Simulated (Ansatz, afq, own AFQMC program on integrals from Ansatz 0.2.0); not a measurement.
# Si₂NH₄Cl, triplet: AFQMC among the cluster methods

```xyz
8

Si   -0.1778    1.6363    0.9526
N     0.3568    0.4095   -0.1683
Si   -0.3179   -1.1737   -0.3943
Cl    0.7794   -2.6341    0.5900
H     0.4322    1.6711    2.3280
H     1.1452    0.6514   -0.7671
H    -1.6887   -1.1731    0.1752
H    -0.2884   -1.5319   -1.8383
```

Basis def2-TZVP. Only valence electrons are correlated. Ansatz 0.2.0 and our own AFQMC program on the same integrals; the CISD trial comes from CCSD amplitudes, and released means the phaseless constraint is let go. Error bars are statistical, one sigma.

Determinant: UHF, the one that the program's search chose, which needn't be the lowest solution. The geometry is a PBE0/def2-SVP stationary point of this or a neighbouring charge and spin state.

No full CI on the walks' own integrals is used here. The released AFQMC energy serves as the reference, which it does only where one determinant dominates, the energy is flat over the last release times and near the phaseless one (40 meV or 2 meV an electron, half that with transition metals). On small molecules, where full CI could be run and the noise was under 10 meV, such values lay within 10 meV of it in 19 cases of 20, a flattering rate, since the rule was set on those same cases; what remains of the bias isn't in the error bar.

Cautions: the released value is read at 0.90 1/Eh with a noise of 26 meV, more than in the cases checked (meV from the phaseless value at times in 1/Eh: 9 ± 25 at 0.21, -10 ± 20 at 0.42, -1 ± 32 at 0.63, -47 ± 26 at 0.90).

The T1 diagnostic is 0.0159, the weight of the determinant in the CISD state is 0.781 and the ⟨S²⟩ of the determinant is 2.007. The size of the correlated space is 24 electrons in 150 orbitals.

```csv
level,correlation energy (eV)
MP2,-15.8368
CCSD,-17.2420
CCSD(T),-17.9485
```

Question: Estimate where phaseless AFQMC with the Hartree–Fock trial lies against CCSD(T) on the same integrals.

Answer: 13.1 ± 3.9 kJ/mol below CCSD(T).

Reference: AFQMC with the constraint released, correlation energy -18.042 ± 0.026 eV.

| level | E − E(reference) (kJ/mol) | share of correlation (%) |
| --- | --- | --- |
| CCSD(T) | 9.0 ± 2.6 | 99.48 |
| ph-AFQMC/HF | -4.1 ± 4.6 | 100.23 |
| ph-AFQMC/CISD | 4.5 ± 3.0 | 99.74 |

Released energies are given only where the last usable release times agree within the noise; a slower fall can still hide under it.
